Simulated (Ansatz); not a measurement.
A relaxed structure of BP. Space group F-43m (No. 216), zinc blende type. Computed with PBE (plane waves to 420 eV, PAW, scalar-relativistic; Ansatz, a program for electronic structure).

```xyz
2
Lattice="0.0000 2.2741 2.2741 2.2741 0.0000 2.2741 2.2741 2.2741 0.0000" Properties=species:S:1:pos:R:3 pbc="T T T"
P      3.4112     3.4112     3.4112
B      0.0000     0.0000     0.0000
```

```json
{
 "volume_per_atom": "11.76 Å³",
 "density": "2.95 g/cm³",
 "band_gap": "1.25 eV, indirect (valence top at Γ, conduction bottom at 83 % of the way from Γ to X) (no spin-orbit coupling)",
 "smallest_direct_gap": "3.39 eV at Γ",
 "shortest_distances": "B–P 1.97 Å; P–P 3.22 Å; B–B 3.22 Å",
 "k-mesh": "15×15×15"
}
```

No spin polarisation in the result.

Measured for BP: a 4.525 Å (static lattice; corrected from measurement; as listed in Daniel Mejia-Rodriguez, S. B. Trickey, Phys. Rev. B (2018)); gap 2 eV (room temperature; as listed in arXiv:1206.3780). Computed minus measured — a: PBE +0.5 %; gap: PBE -0.75 eV. The computed values are for a static lattice, and a measured gap can be an optical one, lowered by exciton binding.

It was reached from a disturbed copy of a P-1 (No. 2) cell, against which it lies -1.06 eV/atom.
